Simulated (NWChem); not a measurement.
System: CH cation, singlet

Input file for NWChem:

```
start job
memory heap 200 mb stack 900 mb global 1100 mb
charge 1
geometry units angstroms noautosym nocenter noautoz
  C      0.000000     0.000000    -0.141582
  H      0.000000     0.000000     0.998784
end
basis spherical
  * library def2-svpd
end
dft
  xc xpbe96 cpbe96
  iterations 150
end
tddft
  cis
  nroots 6
  notriplet
end
task tddft energy
```

Output (shortened):

```
             Northwest Computational Chemistry Package (NWChem) 7.3.0
             --------------------------------------------------------

                             Geometry "geometry" -> ""
                             -------------------------

 Output coordinates in angstroms (scale by  1.889725989 to convert to a.u.)

  No.       Tag          Charge          X              Y              Z
 ---- ---------------- ---------- -------------- -------------- --------------
    1 C                    6.0000     0.00000000     0.00000000    -0.14158200
    2 H                    1.0000     0.00000000     0.00000000     0.99878400

 Effective nuclear repulsion energy (a.u.)       2.7842495252

  pbe96 is a nonlocal functional; adding pw91lda local functional.

                                 NWChem DFT Module
                                 -----------------

 Summary of "ao basis" -> "ao basis" (spherical)
 ------------------------------------------------------------------------------
       Tag                 Description            Shells   Functions and Types
 ---------------- ------------------------------  ------  ---------------------
 C                         def2-svpd                 8       20   4s2p2d
 H                         def2-svpd                 4        8   2s2p

            General Information
            -------------------
          SCF calculation type: DFT
          Wavefunction type:  closed shell.
          No. of atoms     :     2
          No. of electrons :     6
           Alpha electrons :     3
            Beta electrons :     3
          Charge           :     1
          Spin multiplicity:     1
          Use of symmetry is: off; symmetry adaption is: off
          Maximum number of iterations: 150
          AO basis - number of functions:    28
                     number of shells:    12
          Convergence on energy requested:  1.00D-06
          Convergence on density requested:  1.00D-05
          Convergence on gradient requested:  5.00D-04

              XC Information
              --------------
          PerdewBurkeErnzerhof Exchange Functional  1.000
            Perdew 1991 LDA Correlation Functional  1.000 local
           PerdewBurkeErnz. Correlation Functional  1.000 non-local

             Grid Information
             ----------------
          Grid used for XC integration:  medium
          Radial quadrature: Mura-Knowles
          Angular quadrature: Lebedev.
          Tag              B.-S. Rad. Rad. Pts. Rad. Cut. Ang. Pts.
          ---              ---------- --------- --------- ---------
          C                   0.70       49           7.0       434
          H                   0.35       45           7.0       434
          Grid pruning is: on
          Number of quadrature shells:    94
          Spatial weights used:  Erf1

      Superposition of Atomic Density Guess
      -------------------------------------

 Sum of atomic energies:         -38.12433463

 Renormalizing density from       7.00 to      6

      Non-variational initial energy
      ------------------------------

 Total energy =     -34.019604
 1-e energy   =     -48.189804
 2-e energy   =      11.385951
 HOMO         =      -0.795595
 LUMO         =      -0.636976

   convergence    iter        energy       DeltaE   RMS-Dens  Diis-err
 ---------------- ----- ----------------- --------- --------- ---------
 d= 0,ls=0.0,diis     1    -37.9708434698 -4.08D+01  2.77D-02  1.28D-01
 d= 0,ls=0.0,diis     2    -37.9767615981 -5.92D-03  1.00D-02  1.53D-02
 d= 0,ls=0.0,diis     3    -37.9790637866 -2.30D-03  2.72D-03  2.70D-03
 d= 0,ls=0.0,diis     4    -37.9795738997 -5.10D-04  1.04D-04  2.77D-06
 d= 0,ls=0.0,diis     5    -37.9795743057 -4.06D-07  3.87D-06  7.15D-09

         Total DFT energy =      -37.979574305699
      One electron energy =      -53.417266853141
           Coulomb energy =       17.860799847776
    Exchange-Corr. energy =       -5.207356825486
 Nuclear repulsion energy =        2.784249525151

 Numeric. integr. density =        5.999999066391

                       DFT Final Molecular Orbital Analysis
                       ------------------------------------

 Vector    1  Occ=2.000000D+00  E=-1.052351D+01
              MO Center= -1.0D-13,  1.1D-13, -1.4D-01, r^2= 2.8D-02
   Bfn.  Coefficient  Atom+Function         Bfn.  Coefficient  Atom+Function
  ----- ------------  ---------------      ----- ------------  ---------------
     1      0.988468  1 C  s                  3     -0.062714  1 C  s
     2      0.048833  1 C  s                 22      0.029979  2 H  s

[...]

                                NWChem TDDFT Module
                                -------------------

            General Information
            -------------------
           No. of orbitals :      56
            Alpha orbitals :      28
             Beta orbitals :      28
        Alpha frozen cores :       0
         Beta frozen cores :       0
     Alpha frozen virtuals :       0
      Beta frozen virtuals :       0
         Spin multiplicity :       1
    Number of AO functions :      28
        Use of symmetry is : off
      Symmetry adaption is : off
         Schwarz screening :  0.10D-07

              XC Information
              --------------
   PerdewBurkeErnzerhof Exchange Functional   1.00
     Perdew 1991 LDA Correlation Functional   1.00 local
    PerdewBurkeErnz. Correlation Functional   1.00 non-local

             TDDFT Information
             -----------------
          Calculation type : Tamm-Dancoff TDDFT
         Wavefunction type : Restricted singlets
          No. of electrons :       6
           Alpha electrons :       3
            Beta electrons :       3
              No. of roots :       6
          Max subspacesize :    5200
            Max iterations :     100
               Target root :       1
           Target symmetry : none
      Symmetry restriction : off
                 Algorithm : Optimal
        Davidson threshold :  0.10D-03

    6 smallest eigenvalue differences (eV)
--------------------------------------------------------
  No. Spin  Occ  Vir  Irrep   E(Occ)    E(Vir)   E(Diff)
--------------------------------------------------------
    1    1    3    4 a        -0.671    -0.596     2.055
    2    1    3    5 a        -0.671    -0.596     2.055
    3    1    2    4 a        -0.987    -0.596    10.645
    4    1    2    5 a        -0.987    -0.596    10.645
    5    1    3    6 a        -0.671    -0.246    11.579
    6    1    3    7 a        -0.671    -0.137    14.534
--------------------------------------------------------

  Entering Davidson iterations
  Restricted singlet excited states

  Iter   NTrls   NConv    DeltaV     DeltaE      Time
  ----  ------  ------  ---------  ---------  ---------
    1      6       0     0.13E+00   0.10+100        0.2
    2     12       0     0.21E-01   0.27E-01        0.2
    3     18       2     0.37E-02   0.61E-03        0.2
    4     22       5     0.12E-03   0.17E-04        0.2
    5     23       6     0.18E-04   0.22E-07        0.1
  ----  ------  ------  ---------  ---------  ---------
  Convergence criterion met

  Ground state a         -37.979574305699 a.u.

  ----------------------------------------------------------------------------
  Root   1 singlet a              0.109760341 a.u.                2.9867 eV
  ----------------------------------------------------------------------------
     Transition Moments    X -0.26167   Y  0.28582   Z  0.00000
     Dipole Oscillator Strength                    0.0109883055
     Electric Quadrupole                           0.0000000051
     Magnetic Dipole                               0.0000017067
     Total Oscillator Strength                     0.0109900174

     Occ.    2  a   ---  Virt.    4  a        0.12659
     Occ.    3  a   ---  Virt.    4  a        0.99094
  ----------------------------------------------------------------------------
  Root   2 singlet a              0.109760341 a.u.                2.9867 eV
  ----------------------------------------------------------------------------
     Transition Moments    X -0.28582   Y -0.26167   Z  0.00000
     Dipole Oscillator Strength                    0.0109883055
     Electric Quadrupole                           0.0000000051
     Magnetic Dipole                               0.0000017067
     Total Oscillator Strength                     0.0109900174

     Occ.    2  a   ---  Virt.    5  a       -0.12659
     Occ.    3  a   ---  Virt.    5  a       -0.99094
  ----------------------------------------------------------------------------
  Root   3 singlet a              0.455050161 a.u.               12.3826 eV
  ----------------------------------------------------------------------------
     Transition Moments    X  0.00000   Y -0.00000   Z  1.01045
     Dipole Oscillator Strength                    0.3097376421
     Electric Quadrupole                           0.0000002032
     Magnetic Dipole                               0.0000000000
     Total Oscillator Strength                     0.3097378453

     Occ.    2  a   ---  Virt.    6  a        0.07064
     Occ.    3  a   ---  Virt.    6  a       -0.93924
     Occ.    3  a   ---  Virt.    7  a       -0.32393
     Occ.    3  a   ---  Virt.   15  a       -0.06136
  ----------------------------------------------------------------------------
  Root   4 singlet a              0.485592083 a.u.               13.2136 eV
  ----------------------------------------------------------------------------
     Transition Moments    X -0.48996   Y  0.65786   Z  0.00000
     Dipole Oscillator Strength                    0.2178141469
     Electric Quadrupole                           0.0000000048
     Magnetic Dipole                               0.0000001293
     Total Oscillator Strength                     0.2178142809

[...]
```

Level: PBE/def2-SVPD, TDA. Low-valent species are run as closed-shell singlets; no triplet was tried in these runs. Coordinates come from a PBE0-D3(BJ)/def2-TZVP optimisation.
